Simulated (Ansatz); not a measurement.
A run of Ansatz (development build ahead of 0.2.0) on singlet CH3N at this shape:

```csv
atom,x (Å),y (Å),z (Å)
C,0.0007,-0.0447,-0.5823
N,-0.0010,-0.0706,0.6822
H,0.0009,0.8841,1.0585
H,0.0007,-0.9953,-1.1387
H,0.0007,0.8721,-1.2021
```

Its results:

```yaml
Converged: yes
Reference_energy: -94.06693 hartree
Correlation_energy: -0.37138 hartree
Total_energy: -94.43831 hartree
Spin_squared_of_the_determinant: 0.000
```

(1) Which input gives this output? Name the method, the orbitals and the basis set, and write the input.

## Answers

(1) RHF-MP2 in cc-pVTZ. An unrestricted run that stays on the closed shell gives the same numbers.

```yaml
crystal:
  periodic: [false, false, false]
  atoms:
    - { symbol: C, position_ang: [0.00066, -0.04475, -0.58227] }
    - { symbol: "N", position_ang: [-0.00096, -0.0706, 0.68224] }
    - { symbol: H, position_ang: [0.00095, 0.88406, 1.05853] }
    - { symbol: H, position_ang: [0.00072, -0.99528, -1.13868] }
    - { symbol: H, position_ang: [0.00073, 0.87212, -1.2021] }
basis:
  gaussian: { orbitals: cc-pVTZ }
hamiltonian:
  xc: hf
correlation:
  method: mp2
  frozen_orbitals: { C: 1, H: 0, "N": 1 }
```
